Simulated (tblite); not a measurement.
Species: C4H8O2.
Structure used (GFN2-xTB), in Å, numbered top down from 1:
```xyz
14
C4H8O2 angstrom
O     -1.699    0.949    0.599
C     -1.463   -0.431    0.542
C     -0.111   -0.737   -0.102
C      1.106   -0.021    0.496
C      1.261    0.588   -0.898
O      0.052   -0.033   -1.345
H     -1.512    1.296   -0.285
H     -2.255   -0.935   -0.032
H     -1.476   -0.802    1.569
H      0.008   -1.818   -0.240
H      0.839    0.695    1.270
H      1.918   -0.659    0.833
H      2.123    0.231   -1.468
H      1.208    1.678   -0.962
```

Method: GFN2-xTB as coded in tblite; computed harmonic values from a numerical Hessian at the method's own geometry, unscaled. Errors from tens to a few hundred cm⁻¹ against measured bands are possible. One conformer, not necessarily the lowest.

Harmonic wavenumbers (cm⁻¹): 99.5, 116.4, 236.3, 309.2, 453.3, 607.7, 725.5, 820.7, 895.4, 914.5, 1008.6, 1023.5, 1055.6, 1059.6, 1107.5, 1130.5, 1135.4, 1158.6, 1164.9, 1219.9, 1242.6, 1267.5, 1281.1, 1321.0, 1341.2, 1453.4, 1460.7, 1484.8, 2878.2, 2906.6, 2931.3, 2956.8, 2984.4, 3031.2, 3040.8, 3487.2.

A = 6620, B = 2853, C = 2775 MHz; mass 88.052 u (most abundant isotopes); point group C1, symmetry number 1.

Task: Zero-point energy?

Result: ½Σν̃ = 25656 cm⁻¹ = 306.91 kJ/mol.

Task: Give the ideal-gas entropy at 500 K and 1 bar in the rigid-rotor, harmonic-oscillator model (classical rotation).

Result: Translation 175.45, rotation 116.15, vibration 101.98: S = 393.6 J/(mol K).

Task: And Cp and H(500 K) − H(0)?

Result: Cp = 160.55 J/(mol K), of which vibrations give 127.29 (their classical limit is 36 R = 299.3); H(500 K) − H(0) = 45.27 kJ/mol without the zero-point energy, 28.64 from vibrations.

Task: Blend soft modes into free rotors: weight 1/[1 + (100 cm⁻¹/ν̃)⁴] for the oscillator and the rest for a rotor with moment μB/(μ + B), μ = h/(8π²ν), B = 10⁻⁴⁴ kg m². What vibrational entropy results?

Result: 98.21 J/(mol K) in place of 101.98, which changes −T·S at 500 K by +1.89 kJ/mol.

Task: What must be added to the electronic energy to get the Gibbs energy at 500 K and 1 bar?

Result: ZPE + [H(500 K) − H(0)] − T·S = 306.91 + 45.27 − 196.79 = 155.39 kJ/mol.

Task: Which modes carry the vibrational entropy at 500 K?

Result: 99.5 cm⁻¹: 18.74; 116.4 cm⁻¹: 17.45; 236.3 cm⁻¹: 11.68; 309.2 cm⁻¹: 9.55; 453.3 cm⁻¹: 6.67; 607.7 cm⁻¹: 4.65 J/(mol K); the other 30 give 33.24 together.

Task: How do the functions run with temperature in this model?

Result: 
```
 T (K)  S (J/(mol K))  Cp (J/(mol K))  H − H(0) (kJ/mol)  G − H(0) (kJ/mol)  ln q(vib)
    50          218.3            41.7               1.79              -9.13       0.10
   100          250.9            53.0               4.17             -20.92       0.53
298.15          327.1            99.8              18.79             -78.74       2.76
373.15          352.1           123.7              27.17            -104.21       3.69
   750          469.2           212.0              92.35            -259.58       8.93
  1000          535.0           244.8             149.73            -385.31      12.50
```

q(vib) and H(0) count from the zero-point level.

Hindered rotation and anharmonicity are outside this model. Other conformers, if any are populated, would add a mixing term that is left out. The structure is chiral; the term R ln 2 for an equal mix with its mirror image is left out.
